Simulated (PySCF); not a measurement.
# One shape, several levels: CH5O+ (SMILES C[OH2+])

Aim: a comparison of 4 runs (B2PLYP/STO-3G, PBE/STO-3G, SVWN5/STO-3G, r2SCAN/STO-3G) of CH5O+. Input form: a Python script.

Program for the calculation: PySCF 2.14.0.

## Step 1: The structure to begin with

CH5O+ has 7 atoms, charge +1, and is taken as a singlet. As SMILES, `C[OH2+]`. The coordinates come from a PBE0-D4/def2-TZVP relaxation.

Bond lengths: C1–O2 1.498 Å, C1–H3 1.086 Å, C1–H4 1.086 Å, C1–H5 1.087 Å, O2–H6 0.974 Å, O2–H7 0.974 Å. Angles: C1–O2–H6 114.4°, C1–O2–H7 114.4°, O2–C1–H3 104.9°, O2–C1–H4 104.9°, O2–C1–H5 108.6°, H6–O2–H7 110.3°, H3–C1–H4 111.4°, H3–C1–H5 113.1°, H4–C1–H5 113.1°.

## Step 2: The energy at B2PLYP/STO-3G (run 1)

Contents of calc.py:

```python
# C[OH2+]
from pyscf import gto, dft, mp

mol = gto.M(
    atom=[
    ('C', (-0.310200, -0.443600, -0.333100)),
    ('O', (0.309300, 0.508700, 0.643200)),
    ('H', (-0.013400, -1.429700, 0.011600)),
    ('H', (-1.380700, -0.292600, -0.230000)),
    ('H', (0.059900, -0.210100, -1.328200)),
    ('H', (0.058900, 1.440400, 0.510200)),
    ('H', (1.276200, 0.426900, 0.726300)),
],
    basis='sto-3g',
    max_memory=1860,
    verbose=4,
    spin=0,
    charge=1,
)

myscf = dft.RKS(mol)
myscf.xc = '0.53*HF + 0.47*B88, 0.73*LYP'
myscf.conv_tol = 1e-10
myscf.grids.level = 5
myscf.kernel()
if not myscf.converged:
    myscf = myscf.newton().run(myscf.mo_coeff, myscf.mo_occ)

pt = mp.MP2(myscf, frozen=2).run()
etot = myscf.e_tot + 0.27 * pt.e_corr
print('PT2 part  %.8f' % (0.27 * pt.e_corr))
print('E(%s) = %.9f' % ('B2PLYP', etot))
```

Launch:

```console
$ OMP_NUM_THREADS=1 python calc.py
```

Output:

```text
PySCF version 2.14.0

[... 73 lines left out ...]
converged SCF energy = -114.342246874103
[... 1 line left out ...]
******** <class 'pyscf.mp.mp2.RMP2'> ********
nocc = 7, nmo = 13
frozen orbitals 2
E(RMP2) = -114.464166132558  E_corr = -0.121919258455467
E(SCS-RMP2) = -114.47817325991  E_corr = -0.13592638580709
E_corr(same-spin) = -0.0119731434686203
E_corr(oppo-spin) = -0.109946114986847
PT2 part  -0.03291820
E(B2PLYP) = -114.375165074
```

It took 2.6 s on 1 thread of Arm Neoverse V1, shared host; peak memory 0.19 GiB.

## Step 3: A single-point energy at PBE/STO-3G (run 2)

Contents of job.py:

```python
from pyscf import gto, dft

mol = gto.Mole()
mol.atom = '''
C     -0.310200    -0.443600    -0.333100
O      0.309300     0.508700     0.643200
H     -0.013400    -1.429700     0.011600
H     -1.380700    -0.292600    -0.230000
H      0.059900    -0.210100    -1.328200
H      0.058900     1.440400     0.510200
H      1.276200     0.426900     0.726300
'''
mol.spin = 0
mol.max_memory = 1860
mol.verbose = 4
mol.basis = 'sto-3g'
mol.charge = 1
mol.build()

ks = dft.RKS(mol, xc='pbe')
ks.grids.level = 5
ks.conv_tol = 1e-10
ks.kernel()
if not ks.converged:
    ks = ks.newton().run(ks.mo_coeff, ks.mo_occ)

etot = ks.e_tot
print('E = %.10f Eh' % etot)
```

Launch:

```console
$ OMP_NUM_THREADS=1 python job.py
```

Output:

```text
PySCF version 2.14.0

[... 74 lines left out ...]
converged SCF energy = -114.404552329248
E = -114.4045523292 Eh
```

It took 2.5 s on 1 thread of Arm Neoverse V1, shared host; peak memory 0.19 GiB.

Run 3 isn't shown in full; the table further down has it.

## Step 4: A single-point energy at r2SCAN/STO-3G (run 4)

Contents of input.py:

```python
# C[OH2+]
from pyscf import gto, dft

system = gto.M(
    atom='''
C       -0.310200      -0.443600      -0.333100
O        0.309300       0.508700       0.643200
H       -0.013400      -1.429700       0.011600
H       -1.380700      -0.292600      -0.230000
H        0.059900      -0.210100      -1.328200
H        0.058900       1.440400       0.510200
H        1.276200       0.426900       0.726300
''',
    verbose=3,
    max_memory=1860,
    basis='sto-3g',
    charge=1,
)

myscf = dft.RKS(system, xc='r2scan')
myscf.conv_tol = 1e-10
myscf.grids.level = 5
myscf.kernel()
if not myscf.converged:
    myscf = myscf.newton().run(myscf.mo_coeff, myscf.mo_occ)

energy = myscf.e_tot
print('E(%s) = %.9f' % ('R2SCAN', energy))
```

Launch:

```console
$ OMP_NUM_THREADS=1 python input.py
```

Output:

```text
converged SCF energy = -114.496538788789
E(R2SCAN) = -114.496538789
```

Wall time 3.6 s (1 thread of Arm Neoverse V1, shared host); peak memory 0.19 GiB.

## Step 5: Overview of the runs

| run | level | frozen core orbitals | energy (Eh) | HOMO energy (eV) | LUMO energy (eV) | HOMO–LUMO gap (eV) | wall time |
| --- | --- | --- | --- | --- | --- | --- | --- |
| 1 | B2PLYP/STO-3G | 2 | -114.375165 | -18.22 | -0.68 | 17.54 | 2.6 s |
| 2 | PBE/STO-3G | – | -114.404552 | -14.33 | -4.60 | 9.73 | 2.5 s |
| 3 | SVWN5/STO-3G | – | -113.595856 | -14.11 | -4.48 | 9.63 | 1.9 s |
| 4 | r2SCAN/STO-3G | – | -114.496539 | -14.83 | -4.04 | 10.79 | 3.6 s |

## Step 6: What came out

| quantity | value |
| --- | --- |
| run 4: total energy | -114.49654 Eh |
| run 4: HOMO energy | -14.83 eV |
| run 4: LUMO energy | -4.04 eV |
| run 4: HOMO–LUMO gap | 10.79 eV |

In words: The HOMO–LUMO gap runs from 9.63 eV (SVWN5/STO-3G) to 17.54 eV (B2PLYP/STO-3G). A double hybrid's value is that of its SCF part. Totals of different functionals can't be ranked against each other. In runs 1, 2, 3, 4 the basis is minimal, so the values are rough. All runs together took 11 s, the longest 3.6 s.
